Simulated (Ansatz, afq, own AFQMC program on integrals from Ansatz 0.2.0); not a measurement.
AFQMC on a folder of integrals that Ansatz 0.2.0 wrote.

```yaml
crystal:
  periodic: [false, false, false]
  atoms:
    - {symbol: Ge, position_ang: [0.000000, 0.000000, 0.000000]}
    - {symbol: H, position_ang: [0.000000, 0.000000, 1.571873]}
basis:
  gaussian: {orbitals: cc-pVTZ}
magnetization: {spin_polarized: true, initial_magnetization: 3}
correlation: {method: ccsd_t, electrons: outside_noble_gas, hamiltonian_folder: ham}
```

```sh
$ ansatz run in.yaml --threads 1 --pin off --events-out ev --progress --plain --max-ram 16896MiB --backend cuda --devices 0, --max-vram 18GiB
```

afq runs on the folder ham with

```
--method free --trial cisd --walkers 4000 --time-step 0.03 --max-blocks 4000 --target-error 0.00028 --factor-cut 1e-05 --seed 2287 --times 0,0.3,0.6,1.2,1.8,2.4,3.6,4.8,6 --taylor-order 8
```

Times are imaginary, in 1/Eh. The walk had a cap of 65 s. Filled inner d shells are frozen with the cores.

Output of the walk:

```
orbitals 43  electrons 4 1  factors 300 of 360
reference energy -2075.88967486 Eh
CCSD correlation -0.07549234 Eh in 9 cycles, weight of the determinant in the CISD state 0.9381
repeat  energy at the last time / Eh  error
    10  -2075.968360  0.000036
    20  -2075.968357  0.000025
    30  -2075.968342  0.000020
time / (1/Eh)  energy / Eh  error  mean overlap
  0.00  -2075.965165  0.000002  1.0658
  0.30  -2075.966720  0.000006  1.0647
  0.60  -2075.967414  0.000011  1.0648
  1.20  -2075.967965  0.000011  1.0647
  1.80  -2075.968163  0.000013  1.0654
  2.40  -2075.968248  0.000014  1.0656
  3.60  -2075.968303  0.000014  1.0695
  4.80  -2075.968352  0.000016  1.0693
  6.00  -2075.968349  0.000021  1.0728
energy -2075.968349 +/- 0.000021 Eh
```

The run passed its tests (error under three times the target), which doesn't prove that it has relaxed.

Against this walk (error 0.6 meV) on the same determinant: CCSD(T) 18.7 meV higher, CCSDT(Q) 0.1 meV lower (within the noise), CCSDTQ 0.3 meV lower (within the noise), full CI 0.4 meV lower (within the noise). The error is statistical, and a free projection of finite length keeps a remainder of its start.

Cautions: remainder of the start not in the error; no relativity below Rb; no spin-orbit coupling; inner d shell frozen; lower spins were not checked.

The walk took 32 s on 1 × NVIDIA H100 80GB HBM3 with 2 threads of AMD EPYC 7R13 Processor (Zen 3) (shared host) (the card was shared). The log's last line is the free-projection energy.

CCSDT and higher add their correlation energy to the determinant of the CCSD(T) run, since their own runs factorise the integrals more tightly (a shift of under 2 meV). A walk keeps the symmetry of its determinant, which the program's search chose and which needn't be the lowest solution, so a lower state of the same spin and another symmetry isn't excluded.
